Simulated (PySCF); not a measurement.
Cyclobutyl chloride, C₄H₇Cl.
Atom-mapped SMILES: `[Cl:1][CH:2]1[CH2:3][CH2:4][CH2:5]1` (hydrogens: H6 on C2; H7, H8 on C3; H9, H10 on C4; H11, H12 on C5)

The same species was optimised twice, with GFN2-xTB and with PBE0-D3(BJ)/def2-SVP (PySCF), and the same property calculations (PySCF, gas phase) were run on both structures.

```
   coordinate  GFN2-xTB  PBE0-D3(BJ)/def2-SVP  change
   C4–H10 (Å)     1.087                 1.100  +0.013
   C5–H11 (Å)     1.087                 1.100  +0.013
    C3–H8 (Å)     1.087                 1.100  +0.013
    C4–H9 (Å)     1.087                 1.099  +0.012
    C3–H7 (Å)     1.088                 1.099  +0.011
   C5–H12 (Å)     1.088                 1.100  +0.012
    C2–H6 (Å)     1.090                 1.099  +0.009
   Cl1–C2 (Å)     1.778                 1.783  +0.005
    C3–C4 (Å)     1.538                 1.542  +0.004
    C4–C5 (Å)     1.538                 1.542  +0.004
    C2–C5 (Å)     1.532                 1.531  -0.001
    C2–C3 (Å)     1.532                 1.531  -0.001
 C4–C3–H7 (°)     116.9                 119.3    +2.4
C4–C5–H12 (°)     117.0                 119.3    +2.3
Cl1–C2–C5 (°)     116.0                 118.2    +2.2
Cl1–C2–C3 (°)     116.1                 118.2    +2.1
 C2–C3–H8 (°)     112.2                 110.2    -2.0
C2–C5–H11 (°)     112.2                 110.2    -2.0
 C2–C3–H7 (°)     115.8                 117.8    +2.0
C2–C5–H12 (°)     115.8                 117.8    +2.0
```

Rotational constants: A = 9811, B = 2602, C = 2272 MHz (GFN2-xTB) against A = 10159, B = 2530, C = 2207 MHz (PBE0-D3(BJ)/def2-SVP). Point groups within 0.08 Å: Cs and Cs. Atoms that the bonding makes alike are paired by their places after alignment.

On the GFN2-xTB structure: HOMO (eV) -8.13 [PBE0/pcSseg-1]; LUMO (eV) 0.85 [PBE0/pcSseg-1]; dipole (D) 2.22 [PBE0/pcSseg-1]; GIAO shielding of Cl1 (ppm) 749.4 [PBE0/pcSseg-1]; GIAO shielding of C2 (ppm) 130.2 [PBE0/pcSseg-1]; GIAO shielding of C3/C5 (mean) (ppm) 150.8 [PBE0/pcSseg-1]; GIAO shielding of C4 (ppm) 171.6 [PBE0/pcSseg-1].

**Question.** What do these properties become on the PBE0-D3(BJ)/def2-SVP structure?

**Answer.** 
```tsv
property	level	on GFN2-xTB	on PBE0-D3(BJ)/def2-SVP	change
HOMO (eV)	PBE0/pcSseg-1	-8.13	-8.17	-0.04
LUMO (eV)	PBE0/pcSseg-1	0.85	0.86	+0.01
dipole (D)	PBE0/pcSseg-1	2.22	2.25	+0.03
energy, GFN2-xTB geometry as zero (kcal/mol)	PBE0/pcSseg-1	0.0	-1.0	-1.0
GIAO shielding of Cl1 (ppm)	PBE0/pcSseg-1	749.4	757.7	+8.3
GIAO shielding of C2 (ppm)	PBE0/pcSseg-1	130.2	127.8	-2.4
GIAO shielding of C3/C5 (mean) (ppm)	PBE0/pcSseg-1	150.8	147.2	-3.6
GIAO shielding of C4 (ppm)	PBE0/pcSseg-1	171.6	167.2	-4.4
```

The heavy atoms differ by 0.080 Å rms after alignment (one structure mirrored). Among all bonds C3–H8, C4–H9, C4–H10, C5–H11 and C5–H12 change most and about equally (+0.012 to +0.013 Å). Changes are differences of the printed values. Neither structure is proved a minimum here.
